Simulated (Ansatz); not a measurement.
A nudged elastic band was laid between two geometries of CH$_{4}$BO (7 atoms, charge 0, multiplicity 2).

Computed with UKS PBE0-D4/cc-pVDZ (Ansatz).

```yaml
movable_images: 7
climbing_image: yes
spring: 5.0 eV/Å²
optimiser: quadratic models (default)
start_path: IDPP
force_threshold: 0.05 eV/Å
iteration_limit: 60
end_points: relaxed
```

Image 0:

```xyz
7
Properties=species:S:1:pos:R:3
B -1.328 -1.023 -0.168
O -0.276 -0.704 0.576
C 0.642 0.336 0.244
H -1.634 -0.474 -1.212
H 0.362 0.829 -0.700
H 0.648 1.070 1.062
H 1.647 -0.102 0.151
```

Image 8:

```xyz
7
Properties=species:S:1:pos:R:3
B -1.109 -1.267 -0.095
O -0.857 -0.054 0.381
C 0.362 0.650 0.150
H -0.341 -1.920 -0.778
H 0.128 1.596 -0.357
H 0.826 0.871 1.122
H 1.053 0.056 -0.468
```

Question: What changes between the two ends?

Answer: No bond is made or broken. The dihedral B1–O2–C3–H5 goes from 0 to 121°. The two ends are copies of one structure, up to a mirror image or an exchange of like atoms.

Question: What energy profile does the band end with?

Answer: It converged. The highest image is number 4 of 0 to 8, 0.9 kcal/mol above the ends, which have the same energy within 2 meV. A vibrational analysis at the climbing image gives one clearly imaginary mode, 139i cm⁻¹: a first-order saddle point.

```tsv
image	path coordinate (Å)	energy (kcal/mol)	dihedral B1–O2–C3–H5 (°)
0	0.00	0.0	0
1	0.31	0.1	15
2	0.63	0.4	31
3	0.94	0.7	46
4	1.25	0.9	61
5	1.56	0.7	75
6	1.88	0.4	90
7	2.19	0.1	106
8	2.50	0.0	121
```

Question: What is the geometry of the highest image?

Answer: 
```xyz
7
Properties=species:S:1:pos:R:3
B -1.220 -1.145 -0.175
O -0.555 -0.375 0.679
C 0.507 0.494 0.275
H -1.014 -1.204 -1.373
H 0.142 1.239 -0.447
H 0.876 1.007 1.173
H 1.326 -0.084 -0.177
```

Question: What are the harmonic wavenumbers there?

Answer: 139i, 342, 556, 954, 986, 1150, 1175, 1367, 1456, 1471, 1484, 2536, 3063, 3160, 3179 cm⁻¹.

Time of the run: 86 s on 1 thread of Arm Neoverse V2 (shared host), peak memory 0.13 GiB.
